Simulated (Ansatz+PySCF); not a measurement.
A calculation with Ansatz (development build ahead of 0.2.0).

```yaml
crystal:
  periodic: [false, false, false]
  atoms:
    - { symbol: C, position_ang: [0.0, 0.01204, -1.18337] }
    - { symbol: O, position_ang: [0.0, 0.72351, -0.01764] }
    - { symbol: C, position_ang: [0.0, 0.03912, 1.16215] }
    - { symbol: H, position_ang: [0.0, 0.76894, 1.97978] }
    - { symbol: H, position_ang: [0.0, -1.0645, -1.13835] }
    - { symbol: H, position_ang: [0.0, 0.62275, -2.06921] }
    - { symbol: O, position_ang: [0.0, -1.10185, 1.26665] }
basis:
  gaussian: { orbitals: cc-pVTZ }
magnetization:
  spin_polarized: true
  initial_magnetization: 1
hamiltonian:
  xc: hf
correlation:
  method: mp2
  frozen_orbitals: { C: 1, H: 0, O: 1 }
output:
  forces: true
```

The input is written out in the form of the current development build from the run's settings.

Output:

```
Converged                                                          : yes
Reference energy                                                   : -227.24284 hartree
Correlation energy                                                 : -0.75856 hartree
Total energy                                                       : -228.00140 hartree
Spin squared of the determinant                                    : 0.763
Stability test                                                     : minimum
Occupied orbitals by symmetry in an Abelian subgroup (alpha; beta) : 13 A' 3 A''; 13 A' 2 A''
```

Forces (eV/Å):
| atom | Fx | Fy | Fz |
| --- | --- | --- | --- |
| C1 | 0.000 | -0.205 | -0.046 |
| O2 | 0.000 | 0.599 | -0.085 |
| C3 | 0.000 | 5.016 | -0.478 |
| H4 | 0.000 | 0.064 | -0.135 |
| H5 | 0.000 | 0.176 | -0.023 |
| H6 | 0.000 | -0.138 | 0.171 |
| O7 | 0.000 | -5.513 | 0.596 |
